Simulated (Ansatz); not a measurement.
Basis sets over 5 cases of the deprotonation energy at r2SCAN with Ansatz (Al to Cl present), each against its own reference: (a) the value in aug-cc-pV5Z; (b) the value in aug-pcseg-3. By their distance from other large sets or by the extrapolation step the references are unsure by up to roughly 0.24 kcal/mol. B3LYP-D3(BJ)/def2-TZVP geometries; electronic energies; the proton's site as shown, best or not; no added dispersion term; no relativity. Cartesian d functions in some cases of 6-31G*, 6-311G**. (X+d) sets on Al to Cl for cc-pVXZ and aug-cc-pVXZ. 

Cases are drawn at random; left out are references unsure by over 0.33 kcal/mol, doubtful singlets, and cases whose largest runs show a restricted determinant unstable towards unrestricted orbitals, <S^2> over 0.1 too high or, where CCSD(T) ran, T1 over 0.025 (0.045 for open shells). Sets are drawn from those converged to one state in every case.

Cases (SMILES) and reference values:
- Cl (HCl) → [Cl-] + H+: 336.94 kcal/mol (a)
- [SiH4] (SiH4) → [SiH3-] + H+: 378.36 kcal/mol (b)
- S (H2S) → [SH-] + H+: 356.06 kcal/mol (a)
- ClC (CH3-Cl) → [CH2-]Cl + H+: 405.38 kcal/mol (b)
- C(=C)Cl → C=[C-]Cl + H+: 390.17 kcal/mol (b)

```
basis              functions over def2-SVP (largest species, mean of cases)  mean signed deviation (kcal/mol)  mean absolute  largest  within 1 kcal/mol
-----------------  --------------------------------------------------------  --------------------------------  -------------  -------  -----------------
pcseg-0                                                                 0.6                              0.01           4.19     5.69             0 of 5
6-31G                                                                   0.6                              0.40           6.43    12.65             0 of 5
3-21G                                                                   0.6                              0.69           4.56    11.42             1 of 5
6-31G*                                                                  0.8                              6.76           6.76    13.74             0 of 5
def2-SVP                                                                1.0                             13.36          13.36    21.85             0 of 5
cc-pVDZ                                                                 1.1                              8.58           8.58    13.70             0 of 5
6-311G**                                                                1.4                              0.85           2.20     4.67             1 of 5
pcseg-2                                                                 2.2                              2.44           2.44     4.27             1 of 5
def2-TZVPD                                                              2.3                             -0.16           0.55     0.85             5 of 5
def2-TZVPP                                                              2.5                              4.16           4.16     6.68             0 of 5
jun-cc-pV(T+d)Z                                                         2.7                             -0.44           0.44     0.58             5 of 5
6-311++G(3df,3pd)                                                       3.0                             -0.15           0.15     0.29             5 of 5
def2-TZVPPD                                                             3.0                              0.14           0.40     0.87             5 of 5
aug-pcseg-2                                                             3.5                             -0.38           0.38     0.65             5 of 5
aug-cc-pVTZ                                                             3.6                             -0.43           0.43     0.61             5 of 5
cc-pVQZ                                                                 4.4                              2.44           2.44     3.59             0 of 5
def2-QZVP                                                               4.6                              1.43           1.43     2.46             2 of 5
pcseg-3                                                                 4.7                              0.63           0.63     1.12             4 of 5
def2-QZVPPD                                                             5.1                              0.13           0.19     0.39             5 of 5
aug-cc-pVQZ                                                             6.5                             -0.06           0.10     0.17             5 of 5
```

Among the sets for which every case ran a larger relative (same family, alike in diffuse functions, listed or not), the smallest listed that holds all cases within 1 kcal/mol together with them is def2-TZVPD, at 2.3 times the functions of def2-SVP. Inside, though some case ran no larger relative to test it: 6-311++G(3df,3pd), def2-QZVPPD, aug-cc-pVQZ. Largest deviations of relatives not listed, over the cases that ran them: aug-cc-pV5Z 0.00, aug-pcseg-3 0.05 kcal/mol. A case lies within its reference's uncertainty of the window's edge in 6-311G**, pcseg-2, def2-TZVPD, def2-TZVPPD, cc-pVQZ, def2-QZVP. These figures hold for the cases listed.

Ansatz is an electronic-structure program.
